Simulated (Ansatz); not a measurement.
Two isomers of C4H6S: A = `C=CC(C)=S`, B = `C=C=C(C)S`.

Calculated with Ansatz (gas phase, PBE0-D4/def2-TZVP geometries, no zero-point term in ΔE). CBS: MP2 limit from def2 TZ/QZ plus the TZ coupled-cluster correction, frozen cores. DFT in def2-TZVPP. B3LYP here is the variant with VWN-RPA as its local correlation; programs differ in this. One conformer a species, not always the lowest.

A:

```xyz
11

C     0.3399   -1.6246   -1.1862
C    -0.0165   -0.8345   -0.1761
C     0.1375    0.6240   -0.1557
C    -0.3428    1.2725    1.1026
S     0.7726    1.4896   -1.3785
H     0.7814   -1.2021   -2.0828
H     0.1979   -2.6972   -1.1365
H    -0.4581   -1.2747    0.7152
H    -1.3984    1.0283    1.2676
H     0.2053    0.8666    1.9607
H    -0.2188    2.3520    1.0698
```

B:

```xyz
11

C     0.974    1.825   -0.484
C     0.435    0.658   -0.275
C    -0.102   -0.509   -0.066
C    -1.101   -0.787    1.015
S     0.285   -1.933   -1.048
H     0.519    2.548   -1.155
H     1.897    2.120    0.008
H    -0.726   -1.557    1.696
H    -1.304    0.117    1.587
H    -2.039   -1.152    0.587
H     1.163   -1.330   -1.865
```

Question: Which isomer does CCSD(T)/CBS put lower? Give the gap. (Best estimate.)

Answer: Ansatz gave: A, by 67.2 kJ/mol.

Question: Give E(B) − E(A) in kJ/mol with PBE0-D4, CCSD(T)/def2-TZVPP, B3LYP-D4, ωB97M-V, CCSD/def2-TZVPP, B2PLYP, PBE-D4. (Estimate.)

Answer: Ansatz gave: PBE0-D4 58.6, CCSD(T)/def2-TZVPP 67.7, B3LYP-D4 60.0, ωB97M-V 60.2, CCSD/def2-TZVPP 63.6, B2PLYP 64.0, PBE-D4 57.0. None reverses the order clearly.

Largest T1 diagnostic: 0.017.

In def2-TZVPP, CCSD(T) changes the Hartree–Fock value by +4.1 kJ/mol (the triples alone add +4.0 kJ/mol) and MP2 by +5.2 kJ/mol.
